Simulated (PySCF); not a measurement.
Species: C₄H₈O₂ (charge +1 and doublet state).
Z-matrix (Å and degrees, GFN2-xTB geometry), rows numbered from 1:
```
C 
O   1  1.3891
C   2  1.3857  1  120.19
C   3  1.5315  2  109.37  1   152.07
C   4  1.5089  3  107.82  2   -45.56
O   5  1.1853  4  123.49  3    18.60
H   1  1.1023  2  109.43  3    96.28
H   1  1.0931  2  113.40  3   -25.70
H   1  1.0949  2  107.29  3  -148.70
H   3  1.0998  2  111.93  1    27.80
H   3  1.1065  2  109.40  1   -91.25
H   4  1.0960  3  111.64  2    69.22
H   4  1.0898  3  111.81  2  -169.65
H   5  1.1064  4  113.59  3  -163.15
```

The hyperfine couplings belong to this conformer and change with its torsions.

The species is `COCCC=[O+]` [radical] (charge +1).

Computed, not measured: PySCF 2.14.0, UKS B3LYP, pcH-1 on C H O, non-relativistic, mean-field spin-orbit, GIAO. The structure is a single GFN2-xTB conformer in the gas phase; no vibrational or solvent corrections. A GFN2-xTB geometry isn't a minimum of the functional, and hyperfine couplings can be far from their values at a DFT geometry, by a factor of two or more for some ions and for spin on atoms past the first row. Stability of the SCF solution: not tested.

Task: The isotropic 13C couplings are -37.8, -22.6, -17.4, -4.5 MHz. Assign them to C1; C3; C4; C5.

Result: 
| site | a_iso (MHz) | ρ(0) (bohr⁻³) | position | distance from O2 (Å) | spin population | largest \|T\| (MHz) |
| --- | --- | --- | --- | --- | --- | --- |
| C1 | -17.4 | -0.0155 | 1 bond from O2 | 1.39 | -0.01 | 5.6 |
| C3 | -22.6 | -0.0201 | 1 bond from O2 | 1.39 | -0.01 | 7.4 |
| C4 | -4.5 | -0.0040 | 2 bonds from O6 | 2.38 | +0.08 | 20.7 |
| C5 | -37.8 | -0.0336 | 1 bond from O6 | 2.68 | -0.05 | 10.2 |

Task: The isotropic 17O couplings are -62.8, -32.4 MHz. Assign them to O2; O6.

Result: 
```tsv
site	a_iso (MHz)	ρ(0) (bohr⁻³)	position	distance from O2 (Å)	spin population	largest |T| (MHz)
O2	-62.8	+0.1035	largest spin population	0.00	+0.41	146.7
O6	-32.4	+0.0535	a main spin site	2.35	+0.36	118.7
```

Task: Match the computed a_iso(1H) values +181.1, +98.5, +60.1, -5.6 MHz (means over equivalent nuclei) with the sites H7/H8/H9; H10/H11; H12/H13; H14.

Result: 
| site | a_iso (MHz) | ρ(0) (bohr⁻³) | position | distance from O2 (Å) | bound to | spin population there | largest \|T\| (MHz) |
| --- | --- | --- | --- | --- | --- | --- | --- |
| H7/H8/H9 | +60.1 | +0.0135 | 2 bonds from O2 | 2.04 | C1 | -0.01 | 7.3 |
| H10/H11 | +98.5 | +0.0220 | 2 bonds from O2 | 2.05 | C3 | -0.01 | 7.8 |
| H12/H13 | -5.6 | -0.0013 | 3 bonds from O2 | 3.04 | C4 | +0.08 | 6.4 |
| H14 | +181.1 | +0.0405 | 2 bonds from O6 | 3.78 | C5 | -0.05 | 7.6 |

ρ(0) is the spin density at the nucleus and T the dipolar tensor; entries for several nuclei are means. The Mulliken spin populations are largest on O2 (+0.41), O6 (+0.36), C4 (+0.08) and H14 (+0.07). Main spin sites, with 60 % or more of the largest population: O2, O6; positions count bonds from the nearest.

Means are taken over nuclei equivalent by connectivity, which assumes that they swap fast. The three 1H nuclei of mean +60.1 MHz run from 4.8 to 121.9 MHz in the frozen geometry. The 1H value of +98.5 MHz is a mean of couplings from 15.1 to 182.0 MHz in this one geometry, not an average over conformers. The 1H value of -5.6 MHz is a mean of couplings from -9.5 to -1.8 MHz in this one geometry, not an average over conformers.

The SMILES `COCCC=[O+]` draws the unpaired electron on O6, whose computed spin population is only +0.36.
